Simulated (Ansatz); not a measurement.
C$_{3}$H$_{8}$FN, SMILES `CC(C)(N)F`, one more setting.

```yaml
crystal:
  periodic: [false, false, false]
  atoms:
    - {symbol: C, position_ang: [-1.363219, -0.005086, -0.294828]}
    - {symbol: C, position_ang: [0.090771, 0.292476, -0.197740]}
    - {symbol: C, position_ang: [1.058717, -0.857353, -0.328093]}
    - {symbol: N, position_ang: [0.379202, 0.991066, 1.081624]}
    - {symbol: F, position_ang: [0.434557, 1.184050, -1.204527]}
    - {symbol: H, position_ang: [-1.925215, 0.885225, -0.167536]}
    - {symbol: H, position_ang: [-1.538476, -0.391864, -1.226191]}
    - {symbol: H, position_ang: [-1.613880, -0.750839, 0.511447]}
    - {symbol: H, position_ang: [0.869377, -1.572149, 0.404690]}
    - {symbol: H, position_ang: [2.129535, -0.482447, -0.229471]}
    - {symbol: H, position_ang: [0.894579, -1.263786, -1.331803]}
    - {symbol: H, position_ang: [-0.388262, 1.243192, 1.654042]}
    - {symbol: H, position_ang: [1.202909, 0.649137, 1.591146]}
basis:
  gaussian: {orbitals: def2-TZVPP}
total_charge: -1
magnetization: {spin_polarized: true, initial_magnetization: 1}
hamiltonian: {xc: {name: CAM-B3LYP}}
accuracy: high
scf: {lower_state_search: light}
output: {forces: true}
```

```sh
$ ansatz run in.yaml --threads 4 --pin off --events-out ev --progress --plain --max-ram 10444MiB
```

Output, abridged:

```
Functional definition: CAM-B3LYP
4839 factors; integrals over basis functions are off by at most 7.1e-9 eV
555 factors; integrals over basis functions are off by at most 2.3e-9 eV
mean field evaluation 1: about -7440.2364 eV, gradient 3.8e1 eV
mean field evaluation 2: about -7440.3926 eV, gradient 3.8e1 eV
mean field evaluation 4: about -7446.0338 eV, gradient 1.9e0 eV
mean field evaluation 8: about -7446.0841 eV, gradient 1.3e-1 eV
mean field evaluation 16: about -7446.0847 eV, gradient 1.2e-3 eV
mean field evaluation 32: about -7446.0847 eV, gradient 2.7e-7 eV
mean field -7446.08465174 eV, -273.6385638139 hartree, gradient 5.2e-8 eV, S^2 0.750561; 4 other end points of the search recorded, 0 dependent functions left out
reference -7446.08467151 eV, -273.6385645404 hartree; 22, 21 occupied and 245, 246 virtual orbitals, 4839 factors
Total energy: -7446.08467151 eV, -273.6385645404 hartree
Atom 0 at    -1.363219    -0.005086    -0.294828 Å, force     0.808455    -0.813111     2.315325 eV/Å
Atom 1 at     0.090771     0.292476    -0.197740 Å, force     1.521584     1.379799     3.619132 eV/Å
Atom 2 at     1.058717    -0.857353    -0.328093 Å, force     0.822409     1.455812    -1.721824 eV/Å
Atom 3 at     0.379202     0.991066     1.081624 Å, force     1.072280    -0.542476    -1.999288 eV/Å
Atom 4 at     0.434557     1.184050    -1.204527 Å, force    -0.079735     0.556709    -1.202445 eV/Å
Atom 5 at    -1.925215     0.885225    -0.167536 Å, force    -0.647162     0.934999     0.320927 eV/Å
Atom 6 at    -1.538476    -0.391864    -1.226191 Å, force    -0.783234    -1.303228    -2.572093 eV/Å
Atom 7 at    -1.613880    -0.750839     0.511447 Å, force    -0.007593     0.585550    -0.634588 eV/Å
Atom 8 at     0.869377    -1.572149     0.404690 Å, force    -0.269145    -1.406712     1.340330 eV/Å
Atom 9 at     2.129535    -0.482447    -0.229471 Å, force    -1.214938    -0.360439    -0.067982 eV/Å
Atom 10 at     0.894579    -1.263786    -1.331803 Å, force     0.220133    -0.404386    -0.128690 eV/Å
Atom 11 at    -0.388262     1.243192     1.654042 Å, force    -0.986688    -0.020417     0.745797 eV/Å
Atom 12 at     1.202909     0.649137     1.591146 Å, force    -0.456363    -0.062100    -0.014601 eV/Å
Dipole moment:    -0.080958    -0.048604    -0.450043 e Å
```

It took 37 s on 4 threads of an AMD EPYC 7B13 on a shared host, with 2.8 GiB of host memory at the peak.
